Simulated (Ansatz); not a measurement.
A made-up structure of CH2OS, singlet:

C1  (0.104, 0.275, -0.085)
O2  (-1.073, -0.391, 0.237)
S3  (0.298, -1.425, 0.333)
H4  (-1.913, -0.384, 0.722)
H5  (0.447, 1.002, 0.648)
(Å)

It is relaxed with PBE-D4/def2-SVP and then PBE0-D4/def2-TZVP (Ansatz 0.2.0). Atoms count as bonded within 1.22 times the sum of their covalent radii (H–H: 0.88 Å). The end point is not checked to be a true minimum.

(1) Does its bonding change? (A judgement: the text doesn't fix the answer.)

## Answers

(1) Computed: Yes. Formed: none; broken: O2–S3.

Where it ends: The first stage lowers the energy by 5.83 eV in 15 steps. It ends as CH₂OS ([OH][CH][S]):
```
5
angstrom
C -0.0820 -0.2451 0.3575
O -1.3973 -0.4357 0.2707
S 1.0092 -1.3701 0.0104
H -1.8651 0.3691 0.5249
H 0.1995 0.7584 0.6908
```

Labels in which every atom is bracketed show which atoms are joined, not bond orders.

For scale, one of the runs: PBE0-D4/def2-TZVP relaxation, 111 basis functions, launched by `ansatz run in.yaml --threads 2 --pin off --events-out ev --progress --plain --max-ram 4352MiB`. The run took about 8.5 s on 2 CPU threads of an Arm Neoverse V2 (shared host).
